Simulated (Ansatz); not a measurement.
## What a trial cell of Ca₃H₂ relaxes into

These are results of DFT PBE, scalar-relativistic, plane waves, PAW (Ansatz 0.2.0), not measurements. Cutoff 420 eV, Γ-centred k mesh, Gaussian smearing, no spin polarisation in the final step.

A relaxed cell is given with its space group left out.

```
CELL_PARAMETERS angstrom
6.03345 0.00000 0.00000
-3.01672 5.22512 0.00000
0.00000 0.00000 4.29529
ATOMIC_POSITIONS crystal
Ca 0.00000 0.00000 0.00000
Ca 0.33333 0.66667 0.59121
Ca 0.66667 0.33333 0.40879
H 0.33333 0.66667 0.08948
H 0.66667 0.33333 0.91052
```

The zero of energy is the elements' standard structures at the same level (H₂ as a molecule); no fitted shifts are applied.

**Question.** What space group does it have?

**Answer.** P-3m1 (No. 164). Conventional cell: a = 6.033 Å, c = 4.295 Å. Ca on Wyckoff site a (1 atom of the primitive cell) has 6 H at 3.50 Å and 6 Ca at 3.90 Å (next Ca at 4.30 Å); Ca on Wyckoff site d (2 atoms of the primitive cell) is coordinated by 2 H at 2.14–2.16 Å; H has 2 Ca at 2.14–2.16 Å.

**Question.** What is its formation energy per atom?

**Answer.** 0.10 eV/atom.

**Question.** Is it a metal?

**Answer.** Yes, bands cross the Fermi level on the 6×6×10 mesh.

The final run used a 6×6×10 mesh on its 5-atom cell and 0.10 eV smearing. The k mesh leaves about 4 meV/atom of noise in metals. The cell came from a trial start, so Ca₃H₂ may not exist in this structure.

Cost: 4 runs of about 5.1 core-minutes in all, on Arm Neoverse V1 (shared hosts).